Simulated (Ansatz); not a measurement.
**C₂H₆B radical: a relaxation**

Where does the structure go when it is relaxed from here with these settings?

Method: wB97X-V/pcseg-2, unrestricted; program: Ansatz 0.2.0, Gaussian basis.

1 further run of the same task is left out (it didn't finish).

## 1. Where the work starts

The start, a first-order saddle point found at PBE0-D4 in triple zeta: 9 atoms, charge 0, spin multiplicity 2.

Atoms are counted from 1 here; the program's logs count them from 0.

Bond lengths: H1–B2 1.228 Å, B2–C3 1.660 Å, B2–H5 1.205 Å, B2–H6 1.221 Å, C3–C4 1.338 Å, C3–H7 1.081 Å, C4–H8 1.093 Å, C4–H9 1.085 Å. Angles: H1–B2–C3 98.4°, H1–B2–H5 121.5°, H1–B2–H6 105.9°, C3–B2–H5 102.0°, C3–B2–H6 120.2°, H5–B2–H6 109.4°, B2–C3–C4 91.8°, B2–C3–H7 124.0°, C4–C3–H7 129.8°, C3–C4–H8 122.3°, C3–C4–H9 121.7°, H8–C4–H9 116.0°.

Geometry (Å):

```xyz
9

H    -1.0095   -1.2583   -0.8372
B     0.0606   -0.9659   -0.3098
C     0.0523    0.6628   -0.6309
C    -0.2355    0.9552    0.6427
H     1.1124   -1.3099   -0.7865
H    -0.0137   -1.3655    0.8416
H     0.7350    1.1476   -1.3141
H     0.4282    1.5581    1.2673
H    -1.1299    0.5759    1.1268
```

## 2. The relaxation

run/in.yaml reads:

```yaml
crystal:
  periodic: [false, false, false]
  atoms:
    - {symbol: H, position_ang: [-1.009473, -1.258251, -0.837197]}
    - {symbol: B, position_ang: [0.060570, -0.965879, -0.309782]}
    - {symbol: C, position_ang: [0.052304, 0.662842, -0.630900]}
    - {symbol: C, position_ang: [-0.235495, 0.955152, 0.642714]}
    - {symbol: H, position_ang: [1.112419, -1.309911, -0.786500]}
    - {symbol: H, position_ang: [-0.013680, -1.365527, 0.841633]}
    - {symbol: H, position_ang: [0.735011, 1.147568, -1.314125]}
    - {symbol: H, position_ang: [0.428179, 1.558078, 1.267350]}
    - {symbol: H, position_ang: [-1.129935, 0.575929, 1.126807]}
basis:
  gaussian: {orbitals: pcseg-2}
magnetization: {spin_polarized: true, initial_magnetization: 1}
hamiltonian: {xc: {name: wB97X-V}}
relax: {f_tol: 0.03, max_steps: 60, escape_saddle: false}
```

On the command line:

```
$ ansatz run in.yaml --threads 2 --pin off --events-out ev --progress --plain --max-ram 4352MiB
```

**Question.** What will these runs give? Wanted: energy change; last largest force; RMSD from the start.

The runs gave:

```
           quantity          value
              steps             17
      energy change  -153.6 kJ/mol
 last largest force    0.0254 eV/Å
RMSD from the start        0.657 Å
```

In words: It converged in 17 steps at a force tolerance of 0.03 eV/Å. It left the saddle and ended near the end structure of the step.
